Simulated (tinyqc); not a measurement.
Worked calculation (part 1 of 2): UKS/LDA (PW92) in the sto-3g basis, for LiH, spin multiplicity 3. Computed by tinyqc, a small Python program that keeps every step (integrals from PySCF). Settings: charge = 0, multiplicity = 3, basis = sto-3g, energy threshold = 1e-10, iteration cap = 63, orthogonalisation = canonical, start = core, DIIS depth = 3, method = UKS, functional = lda,pw, grid = [40, 50]. Command: `OMP_NUM_THREADS=1 python tinyqc.py 28998 28999 out.jsonl` (the two numbers bound the seeds that draw the settings). One thread of a shared host (Intel(R) Xeon(R) Processor @ 2.60GHz), about 0.9 s of CPU time with the checks. Later iterations appear only in the table of the cycle.

## One-electron integrals

Geometry (angstrom):
```
atom       x       y       z
Li    0.0000  0.0000  0.0000
H     0.0000  0.0000  2.4620
```

Basis sto-3g: exponents (1/bohr^2) and contraction coefficients of normalised primitives:
```
element  l (shell)  exponent  coefficient
Li           s (1)   16.1196       0.1543
Li           s (1)    2.9362       0.5353
Li           s (1)    0.7947       0.4446
Li           s (2)    0.6363      -0.1000
Li           s (2)    0.1479       0.3995
Li           s (2)    0.0481       0.7001
Li           p (3)    0.6363       0.1559
Li           p (3)    0.1479       0.6077
Li           p (3)    0.0481       0.3920
H            s (1)    3.4253       0.1543
H            s (1)    0.6239       0.5353
H            s (1)    0.1689       0.4446
```

Overlap, kinetic and nuclear-attraction integrals over the contracted functions; the nuclear repulsion is the sum of Za Zb / Rab.

nuclear repulsion = 0.644814 hartree

overlap S, order 1Li 1s, 1Li 2s, 1Li 2px, 1Li 2py, 1Li 2pz, 2H 1s:
```
[[1.0000, 0.2411, 0.0000, 0.0000, 0.0000, 0.0090],
 [0.2411, 1.0000, 0.0000, 0.0000, 0.0000, 0.2042],
 [0.0000, 0.0000, 1.0000, 0.0000, 0.0000, 0.0000],
 [0.0000, 0.0000, 0.0000, 1.0000, 0.0000, 0.0000],
 [0.0000, 0.0000, 0.0000, 0.0000, 1.0000, 0.3053],
 [0.0090, 0.2042, 0.0000, 0.0000, 0.3053, 1.0000]]
```

kinetic energy T (hartree), order 1Li 1s, 1Li 2s, 1Li 2px, 1Li 2py, 1Li 2pz, 2H 1s:
```
[[3.5768, -0.0202, 0.0000, 0.0000, 0.0000, -0.0048],
 [-0.0202, 0.1022, 0.0000, 0.0000, 0.0000, 0.0047],
 [0.0000, 0.0000, 0.3197, 0.0000, 0.0000, 0.0000],
 [0.0000, 0.0000, 0.0000, 0.3197, 0.0000, 0.0000],
 [0.0000, 0.0000, 0.0000, 0.0000, 0.3197, 0.0288],
 [-0.0048, 0.0047, 0.0000, 0.0000, 0.0288, 0.7600]]
```

nuclear attraction V (hartree), order 1Li 1s, 1Li 2s, 1Li 2px, 1Li 2py, 1Li 2pz, 2H 1s:
```
[[-8.1978, -1.0162, 0.0000, 0.0000, -0.0068, -0.0351],
 [-1.0162, -1.4172, 0.0000, 0.0000, -0.0748, -0.2985],
 [0.0000, 0.0000, -1.3895, 0.0000, 0.0000, 0.0000],
 [0.0000, 0.0000, 0.0000, -1.3895, 0.0000, 0.0000],
 [-0.0068, -0.0748, 0.0000, 0.0000, -1.4432, -0.4505],
 [-0.0351, -0.2985, 0.0000, 0.0000, -0.4505, -1.8714]]
```

core Hamiltonian H = T + V (hartree), order 1Li 1s, 1Li 2s, 1Li 2px, 1Li 2py, 1Li 2pz, 2H 1s:
```
[[-4.6210, -1.0364, 0.0000, 0.0000, -0.0068, -0.0399],
 [-1.0364, -1.3150, 0.0000, 0.0000, -0.0748, -0.2938],
 [0.0000, 0.0000, -1.0698, 0.0000, 0.0000, 0.0000],
 [0.0000, 0.0000, 0.0000, -1.0698, 0.0000, 0.0000],
 [-0.0068, -0.0748, 0.0000, 0.0000, -1.1236, -0.4217],
 [-0.0399, -0.2938, 0.0000, 0.0000, -0.4217, -1.1114]]
```

## Two-electron integrals

Functions are numbered as in S; the eight-fold symmetry (ij|kl) = (ji|kl) = (kl|ij) leaves the list below.

Two-electron integrals (ij|kl) in chemists' order, unique and non-zero (hartree):
```
(11|11) 1.6804     (21|11) 0.2654     (21|21) 0.0499     (22|11) 0.3977
(22|21) 0.0929     (22|22) 0.2906     (31|31) 0.0090     (32|31) 0.0138
(32|32) 0.0642     (33|11) 0.3966     (33|21) 0.0929     (33|22) 0.2905
(33|33) 0.3129     (41|41) 0.0090     (42|41) 0.0138     (42|42) 0.0642
(43|43) 0.0169     (44|11) 0.3966     (44|21) 0.0929     (44|22) 0.2905
(44|33) 0.2792     (44|44) 0.3129     (51|51) 0.0090     (52|51) 0.0138
(52|52) 0.0642     (53|53) 0.0169     (54|54) 0.0169     (55|11) 0.3966
(55|21) 0.0929     (55|22) 0.2905     (55|33) 0.2792     (55|44) 0.2792
(55|55) 0.3129     (61|11) 0.0092     (61|21) 0.0018     (61|22) 0.0034
(61|33) 0.0034     (61|44) 0.0034     (61|51) 2.55e-04   (61|52) 0.0005
(61|55) 0.0035     (61|61) 7.11e-05   (62|11) 0.0555     (62|21) 0.0133
(62|22) 0.0489     (62|33) 0.0459     (62|44) 0.0459     (62|51) 0.0020
(62|52) 0.0156     (62|55) 0.0547     (62|61) 0.0006     (62|62) 0.0186
(63|31) 0.0006     (63|32) 0.0038     (63|53) 0.0019     (63|63) 0.0008
(64|41) 0.0006     (64|42) 0.0038     (64|54) 0.0019     (64|64) 0.0008
(65|11) 0.0797     (65|21) 0.0191     (65|22) 0.0718     (65|33) 0.0670
(65|44) 0.0670     (65|51) 0.0030     (65|52) 0.0242     (65|55) 0.0814
(65|61) 0.0009     (65|62) 0.0288     (65|65) 0.0449     (66|11) 0.2149
(66|21) 0.0518     (66|22) 0.2081     (66|33) 0.1921     (66|44) 0.1921
(66|51) 0.0068     (66|52) 0.0713     (66|55) 0.2401     (66|61) 0.0023
(66|62) 0.1071     (66|65) 0.1696     (66|66) 0.7746
```

## Orthogonalisation

S = U s U^T; canonical form X = U s^(-1/2), so that X^T S X = 1. Each column of U has its largest component positive (the first on a tie).

eigenvalues of S: [0.6048, 0.8118, 1.0000, 1.0000, 1.1811, 1.4023]

X, order 1Li 1s, 1Li 2s, 1Li 2px, 1Li 2py, 1Li 2pz, 2H 1s:
```
[[0.3823, 0.7148, 0.0000, 0.0000, 0.5767, 0.2724],
 [-0.6573, -0.5452, 0.0000, 0.0000, 0.4439, 0.4345],
 [0.0000, 0.0000, 0.9011, -0.4336, 0.0000, 0.0000],
 [0.0000, 0.0000, 0.4336, 0.9011, 0.0000, 0.0000],
 [-0.6339, 0.5541, 0.0000, 0.0000, -0.4843, 0.4055],
 [0.8206, -0.3416, 0.0000, 0.0000, -0.2873, 0.5344]]
```

Within a degenerate level the vectors are fixed only up to a rotation; this is one choice.

## Starting guess

The start is the orbitals of the core Hamiltonian; D(s) = C_occ C_occ^T for each spin.

D(alpha) at the start, order 1Li 1s, 1Li 2s, 1Li 2px, 1Li 2py, 1Li 2pz, 2H 1s:
```
[[1.0633, -0.2636, 0.0000, 0.0000, 0.0029, 0.0284],
 [-0.2636, 1.0974, 0.0000, 0.0000, -0.0292, -0.1256],
 [0.0000, 0.0000, 0.0000, 0.0000, 0.0000, 0.0000],
 [0.0000, 0.0000, 0.0000, 0.0000, 0.0000, 0.0000],
 [0.0029, -0.0292, 0.0000, 0.0000, 0.4835, 0.3770],
 [0.0284, -0.1256, 0.0000, 0.0000, 0.3770, 0.3036]]
```

D(beta) at the start, order 1Li 1s, 1Li 2s, 1Li 2px, 1Li 2py, 1Li 2pz, 2H 1s:
```
[[1.0113, -0.0247, 0.0000, 0.0000, 0.0003, 0.0040],
 [-0.0247, 0.0006, 0.0000, 0.0000, 0.0000, -0.0001],
 [0.0000, 0.0000, 0.0000, 0.0000, 0.0000, 0.0000],
 [0.0000, 0.0000, 0.0000, 0.0000, 0.0000, 0.0000],
 [0.0003, 0.0000, 0.0000, 0.0000, 0.0000, 0.0000],
 [0.0040, -0.0001, 0.0000, 0.0000, 0.0000, 0.0000]]
```

## Iteration 1: exchange-correlation on the grid

Becke grid with 40 radial and 50 angular points per atom, points of zero weight dropped. rho = sum D_ij phi_i phi_j; V_xc,ij = sum w v_xc phi_i phi_j; v_xc is d(rho eps)/d rho(s) for spin s.

The 16 grid points with the largest w rho, of 3981 (bohr, atomic units):
```
x              y        z       w  rho(alpha)  rho(beta)   eps_xc  v_xc(alpha)
-0.3764   0.0000   0.3764  0.0097      0.3617     0.3555  -0.7296      -0.9602
0.3764    0.0000   0.3764  0.0097      0.3617     0.3555  -0.7296      -0.9602
0.0000    0.3764   0.3764  0.0097      0.3617     0.3555  -0.7296      -0.9602
0.0000   -0.3764   0.3764  0.0097      0.3617     0.3555  -0.7296      -0.9602
0.3764    0.0000  -0.3764  0.0097      0.3615     0.3554  -0.7295      -0.9600
-0.3764   0.0000  -0.3764  0.0097      0.3615     0.3554  -0.7295      -0.9600
0.0000   -0.3764  -0.3764  0.0097      0.3615     0.3554  -0.7295      -0.9600
0.0000    0.3764  -0.3764  0.0097      0.3615     0.3554  -0.7295      -0.9600
0.3764    0.3764   0.0000  0.0097      0.3589     0.3554  -0.7287      -0.9581
-0.3764  -0.3764   0.0000  0.0097      0.3589     0.3554  -0.7287      -0.9581
-0.3764   0.3764   0.0000  0.0097      0.3589     0.3554  -0.7287      -0.9581
0.3764   -0.3764   0.0000  0.0097      0.3589     0.3554  -0.7287      -0.9581
-0.2971   0.0000   0.2971  0.0052      0.6460     0.6328  -0.8749      -1.1536
0.2971    0.0000   0.2971  0.0052      0.6460     0.6328  -0.8749      -1.1536
0.0000   -0.2971   0.2971  0.0052      0.6460     0.6328  -0.8749      -1.1536
0.0000    0.2971   0.2971  0.0052      0.6460     0.6328  -0.8749      -1.1536
```

electrons on the grid, sum of w rho = 3.9999

E_xc = sum of w rho eps_xc = -1.993121 hartree

V_xc(alpha) (hartree), order 1Li 1s, 1Li 2s, 1Li 2px, 1Li 2py, 1Li 2pz, 2H 1s:
```
[[-1.0524, -0.1454, 0.0000, 0.0000, 0.0001, -0.0051],
 [-0.1454, -0.2291, 0.0000, 0.0000, -0.0056, -0.0559],
 [0.0000, 0.0000, -0.2162, 0.0000, 0.0000, 0.0000],
 [0.0000, 0.0000, 0.0000, -0.2162, 0.0000, 0.0000],
 [0.0001, -0.0056, 0.0000, 0.0000, -0.2496, -0.0858],
 [-0.0051, -0.0559, 0.0000, 0.0000, -0.0858, -0.3625]]
```

V_xc(beta) (hartree), order 1Li 1s, 1Li 2s, 1Li 2px, 1Li 2py, 1Li 2pz, 2H 1s:
```
[[-1.0408, -0.1367, 0.0000, 0.0000, 0.0000, -0.0046],
 [-0.1367, -0.1566, 0.0000, 0.0000, -0.0019, -0.0306],
 [0.0000, 0.0000, -0.1511, 0.0000, 0.0000, 0.0000],
 [0.0000, 0.0000, 0.0000, -0.1511, 0.0000, 0.0000],
 [0.0000, -0.0019, 0.0000, 0.0000, -0.1635, -0.0459],
 [-0.0046, -0.0306, 0.0000, 0.0000, -0.0459, -0.1714]]
```

## Iteration 1: building the Kohn-Sham matrix

J_ij = sum D_kl (ij|kl) with D = D(alpha) + D(beta); F = H + J + V_xc; E = tr D H + tr D J / 2 + E_xc + E_nn.

Coulomb J (hartree), order 1Li 1s, 1Li 2s, 1Li 2px, 1Li 2py, 1Li 2pz, 2H 1s:
```
[[4.0735, 0.6956, 0.0000, 0.0000, 0.0031, 0.0247],
 [0.6956, 1.3363, 0.0000, 0.0000, 0.0323, 0.2363],
 [0.0000, 0.0000, 1.3207, 0.0000, 0.0000, 0.0000],
 [0.0000, 0.0000, 0.0000, 1.3207, 0.0000, 0.0000],
 [0.0031, 0.0323, 0.0000, 0.0000, 1.3603, 0.3493],
 [0.0247, 0.2363, 0.0000, 0.0000, 0.3493, 1.0927]]
```

F(alpha) (hartree), order 1Li 1s, 1Li 2s, 1Li 2px, 1Li 2py, 1Li 2pz, 2H 1s:
```
[[-1.5999, -0.4861, 0.0000, 0.0000, -0.0036, -0.0204],
 [-0.4861, -0.2078, 0.0000, 0.0000, -0.0480, -0.1134],
 [0.0000, 0.0000, 0.0347, 0.0000, 0.0000, 0.0000],
 [0.0000, 0.0000, 0.0000, 0.0347, 0.0000, 0.0000],
 [-0.0036, -0.0480, 0.0000, 0.0000, -0.0128, -0.1582],
 [-0.0204, -0.1134, 0.0000, 0.0000, -0.1582, -0.3812]]
```

F(beta) (hartree), order 1Li 1s, 1Li 2s, 1Li 2px, 1Li 2py, 1Li 2pz, 2H 1s:
```
[[-1.5884, -0.4775, 0.0000, 0.0000, -0.0037, -0.0199],
 [-0.4775, -0.1353, 0.0000, 0.0000, -0.0444, -0.0881],
 [0.0000, 0.0000, 0.0998, 0.0000, 0.0000, 0.0000],
 [0.0000, 0.0000, 0.0000, 0.0998, 0.0000, 0.0000],
 [-0.0037, -0.0444, 0.0000, 0.0000, 0.0733, -0.1183],
 [-0.0199, -0.0881, 0.0000, 0.0000, -0.1183, -0.1901]]
```

total energy of this density = -7.549151 hartree

## Iteration 1: diagonalisation and new density

Diagonalise F' = X^T F X, C = X C', fill 3 alpha and 1 beta electrons from the bottom; D(s) = C_occ C_occ^T. Each column has its largest component positive (the first on a tie).

F' = X^T F X (alpha) (hartree):
```
[[-0.1053, -0.1591, 0.0000, 0.0000, -0.1402, -0.2471],
 [-0.1591, -0.4950, 0.0000, 0.0000, -0.6624, -0.2579],
 [0.0000, 0.0000, 0.0347, 0.0000, 0.0000, 0.0000],
 [0.0000, 0.0000, 0.0000, 0.0347, 0.0000, 0.0000],
 [-0.1402, -0.6624, 0.0000, 0.0000, -0.8420, -0.3679],
 [-0.2471, -0.2579, 0.0000, 0.0000, -0.3679, -0.5289]]
```

orbital energies (alpha) (hartree): [-1.6070, -0.3888, -0.0331, 0.0347, 0.0347, 0.0576]

coefficients C (alpha), order 1Li 1s, 1Li 2s, 1Li 2px, 1Li 2py, 1Li 2pz, 2H 1s:
```
[[0.9807, -0.0469, -0.3159, 0.0000, 0.0000, 0.0004],
 [0.0708, 0.1036, 1.0484, 0.0000, 0.0000, 0.0086],
 [0.0000, 0.0000, 0.0000, 0.7028, 0.7114, 0.0000],
 [0.0000, 0.0000, 0.0000, 0.7114, -0.7028, 0.0000],
 [0.0063, 0.1110, 0.0523, 0.0000, 0.0000, 1.0454],
 [-0.0094, 0.9354, -0.3253, 0.0000, 0.0000, -0.4213]]
```

F' = X^T F X (beta) (hartree):
```
[[0.0213, -0.1982, 0.0000, 0.0000, -0.1736, -0.2070],
 [-0.1982, -0.4337, 0.0000, 0.0000, -0.6774, -0.2916],
 [0.0000, 0.0000, 0.0998, 0.0000, 0.0000, 0.0000],
 [0.0000, 0.0000, 0.0000, 0.0998, 0.0000, 0.0000],
 [-0.1736, -0.6774, 0.0000, 0.0000, -0.7805, -0.4073],
 [-0.2070, -0.2916, 0.0000, 0.0000, -0.4073, -0.4132]]
```

orbital energies (beta) (hartree): [-1.5944, -0.2112, 0.0456, 0.0998, 0.0998, 0.1540]

coefficients C (beta), order 1Li 1s, 1Li 2s, 1Li 2px, 1Li 2py, 1Li 2pz, 2H 1s:
```
[[0.9827, -0.0751, -0.3026, 0.0000, 0.0000, -0.0297],
 [0.0642, 0.2043, 1.0275, 0.0000, 0.0000, 0.1154],
 [0.0000, 0.0000, 0.0000, 0.9672, -0.2542, 0.0000],
 [0.0000, 0.0000, 0.0000, 0.2542, 0.9672, 0.0000],
 [0.0058, 0.1945, -0.0810, 0.0000, 0.0000, 1.0313],
 [-0.0085, 0.8651, -0.3534, 0.0000, 0.0000, -0.5338]]
```

D(alpha) after iteration 1, order 1Li 1s, 1Li 2s, 1Li 2px, 1Li 2py, 1Li 2pz, 2H 1s:
```
[[1.0638, -0.2666, 0.0000, 0.0000, -0.0155, 0.0496],
 [-0.2666, 1.1150, 0.0000, 0.0000, 0.0668, -0.2448],
 [0.0000, 0.0000, 0.0000, 0.0000, 0.0000, 0.0000],
 [0.0000, 0.0000, 0.0000, 0.0000, 0.0000, 0.0000],
 [-0.0155, 0.0668, 0.0000, 0.0000, 0.0151, 0.0868],
 [0.0496, -0.2448, 0.0000, 0.0000, 0.0868, 0.9808]]
```

D(beta) after iteration 1, order 1Li 1s, 1Li 2s, 1Li 2px, 1Li 2py, 1Li 2pz, 2H 1s:
```
[[0.9657, 0.0631, 0.0000, 0.0000, 0.0057, -0.0084],
 [0.0631, 0.0041, 0.0000, 0.0000, 0.0004, -0.0005],
 [0.0000, 0.0000, 0.0000, 0.0000, 0.0000, 0.0000],
 [0.0000, 0.0000, 0.0000, 0.0000, 0.0000, 0.0000],
 [0.0057, 0.0004, 0.0000, 0.0000, 0.0000, 0.0000],
 [-0.0084, -0.0005, 0.0000, 0.0000, 0.0000, 0.0001]]
```

Within a degenerate level the vectors are fixed only up to a rotation; this is one choice.

## Iteration 2: exchange-correlation on the grid

As before.

The 16 grid points with the largest w rho, of 3981 (bohr, atomic units):
```
x              y        z       w  rho(alpha)  rho(beta)   eps_xc  v_xc(alpha)
0.3764    0.0000  -0.3764  0.0097      0.3596     0.3465  -0.7261      -0.9579
-0.3764   0.0000  -0.3764  0.0097      0.3596     0.3465  -0.7261      -0.9579
0.0000   -0.3764  -0.3764  0.0097      0.3596     0.3465  -0.7261      -0.9579
0.0000    0.3764  -0.3764  0.0097      0.3596     0.3465  -0.7261      -0.9579
0.0000   -0.3764   0.3764  0.0097      0.3585     0.3474  -0.7260      -0.9572
0.3764    0.0000   0.3764  0.0097      0.3585     0.3474  -0.7260      -0.9572
-0.3764   0.0000   0.3764  0.0097      0.3585     0.3474  -0.7260      -0.9572
0.0000    0.3764   0.3764  0.0097      0.3585     0.3474  -0.7260      -0.9572
-0.3764   0.3764   0.0000  0.0097      0.3590     0.3470  -0.7260      -0.9575
0.3764   -0.3764   0.0000  0.0097      0.3590     0.3470  -0.7260      -0.9575
0.3764    0.3764   0.0000  0.0097      0.3590     0.3470  -0.7260      -0.9575
-0.3764  -0.3764   0.0000  0.0097      0.3590     0.3470  -0.7260      -0.9575
0.2971    0.0000  -0.2971  0.0052      0.6450     0.6135  -0.8706      -1.1523
0.0000   -0.2971  -0.2971  0.0052      0.6450     0.6135  -0.8706      -1.1523
-0.2971   0.0000  -0.2971  0.0052      0.6450     0.6135  -0.8706      -1.1523
0.0000    0.2971  -0.2971  0.0052      0.6450     0.6135  -0.8706      -1.1523
```

electrons on the grid, sum of w rho = 3.9996

E_xc = sum of w rho eps_xc = -2.084270 hartree

V_xc(alpha) (hartree), order 1Li 1s, 1Li 2s, 1Li 2px, 1Li 2py, 1Li 2pz, 2H 1s:
```
[[-1.0482, -0.1420, 0.0000, 0.0000, -0.0009, -0.0049],
 [-0.1420, -0.2103, 0.0000, 0.0000, -0.0146, -0.0618],
 [0.0000, 0.0000, -0.2040, 0.0000, 0.0000, 0.0000],
 [0.0000, 0.0000, 0.0000, -0.2040, 0.0000, 0.0000],
 [-0.0009, -0.0146, 0.0000, 0.0000, -0.2175, -0.0962],
 [-0.0049, -0.0618, 0.0000, 0.0000, -0.0962, -0.4702]]
```

V_xc(beta) (hartree), order 1Li 1s, 1Li 2s, 1Li 2px, 1Li 2py, 1Li 2pz, 2H 1s:
```
[[-1.0325, -0.1362, 0.0000, 0.0000, -0.0004, -0.0046],
 [-0.1362, -0.1563, 0.0000, 0.0000, -0.0063, -0.0328],
 [0.0000, 0.0000, -0.1532, 0.0000, 0.0000, 0.0000],
 [0.0000, 0.0000, 0.0000, -0.1532, 0.0000, 0.0000],
 [-0.0004, -0.0063, 0.0000, 0.0000, -0.1581, -0.0495],
 [-0.0046, -0.0328, 0.0000, 0.0000, -0.0495, -0.1973]]
```

## Iteration 2: building the Kohn-Sham matrix

As before.

Coulomb J (hartree), order 1Li 1s, 1Li 2s, 1Li 2px, 1Li 2py, 1Li 2pz, 2H 1s:
```
[[3.9517, 0.6715, 0.0000, 0.0000, 0.0079, 0.0240],
 [0.6715, 1.2919, 0.0000, 0.0000, 0.0749, 0.2658],
 [0.0000, 0.0000, 1.2743, 0.0000, 0.0000, 0.0000],
 [0.0000, 0.0000, 0.0000, 1.2743, 0.0000, 0.0000],
 [0.0079, 0.0749, 0.0000, 0.0000, 1.3201, 0.3988],
 [0.0240, 0.2658, 0.0000, 0.0000, 0.3988, 1.3979]]
```

F(alpha) (hartree), order 1Li 1s, 1Li 2s, 1Li 2px, 1Li 2py, 1Li 2pz, 2H 1s:
```
[[-1.7175, -0.5070, 0.0000, 0.0000, 0.0003, -0.0209],
 [-0.5070, -0.2334, 0.0000, 0.0000, -0.0145, -0.0898],
 [0.0000, 0.0000, 0.0005, 0.0000, 0.0000, 0.0000],
 [0.0000, 0.0000, 0.0000, 0.0005, 0.0000, 0.0000],
 [0.0003, -0.0145, 0.0000, 0.0000, -0.0209, -0.1192],
 [-0.0209, -0.0898, 0.0000, 0.0000, -0.1192, -0.1837]]
```

F(beta) (hartree), order 1Li 1s, 1Li 2s, 1Li 2px, 1Li 2py, 1Li 2pz, 2H 1s:
```
[[-1.7018, -0.5011, 0.0000, 0.0000, 0.0007, -0.0206],
 [-0.5011, -0.1793, 0.0000, 0.0000, -0.0062, -0.0608],
 [0.0000, 0.0000, 0.0512, 0.0000, 0.0000, 0.0000],
 [0.0000, 0.0000, 0.0000, 0.0512, 0.0000, 0.0000],
 [0.0007, -0.0062, 0.0000, 0.0000, 0.0385, -0.0724],
 [-0.0206, -0.0608, 0.0000, 0.0000, -0.0724, 0.0892]]
```

total energy of this density = -7.649951 hartree

## Iteration 2: DIIS over 2 matrices

error matrix X^T (FDS - SDF) X (alpha):
```
[[0.0000, 0.0258, 0.0000, 0.0000, -0.0382, 0.0223],
 [-0.0258, 0.0000, 0.0000, 0.0000, 0.0174, -0.0092],
 [0.0000, 0.0000, 0.0000, 0.0000, 0.0000, 0.0000],
 [0.0000, 0.0000, 0.0000, 0.0000, 0.0000, 0.0000],
 [0.0382, -0.0174, 0.0000, 0.0000, 0.0000, -0.0013],
 [-0.0223, 0.0092, 0.0000, 0.0000, 0.0013, 0.0000]]
```

B (overlaps of the stored error matrices):
```
[[1.2272379e-01, -1.9562006e-02],
 [-1.9562006e-02, 6.2488220e-03]]
```

Minimise |sum c_i e_i|^2 with sum c_i = 1: solve [B -1; -1 0][c; lambda] = [0; -1] with B_ij = tr e_i^T e_j summed over both spins, and take F = sum c_i F_i.

DIIS coefficients: [0.1535, 0.8465]

extrapolated F(alpha) (hartree), order 1Li 1s, 1Li 2s, 1Li 2px, 1Li 2py, 1Li 2pz, 2H 1s:
```
[[-1.6994, -0.5038, 0.0000, 0.0000, -0.0003, -0.0208],
 [-0.5038, -0.2295, 0.0000, 0.0000, -0.0197, -0.0934],
 [0.0000, 0.0000, 0.0057, 0.0000, 0.0000, 0.0000],
 [0.0000, 0.0000, 0.0000, 0.0057, 0.0000, 0.0000],
 [-0.0003, -0.0197, 0.0000, 0.0000, -0.0197, -0.1251],
 [-0.0208, -0.0934, 0.0000, 0.0000, -0.1251, -0.2140]]
```

extrapolated F(beta) (hartree), order 1Li 1s, 1Li 2s, 1Li 2px, 1Li 2py, 1Li 2pz, 2H 1s:
```
[[-1.6844, -0.4975, 0.0000, 0.0000, 0.0000, -0.0205],
 [-0.4975, -0.1726, 0.0000, 0.0000, -0.0120, -0.0650],
 [0.0000, 0.0000, 0.0587, 0.0000, 0.0000, 0.0000],
 [0.0000, 0.0000, 0.0000, 0.0587, 0.0000, 0.0000],
 [0.0000, -0.0120, 0.0000, 0.0000, 0.0438, -0.0794],
 [-0.0205, -0.0650, 0.0000, 0.0000, -0.0794, 0.0464]]
```
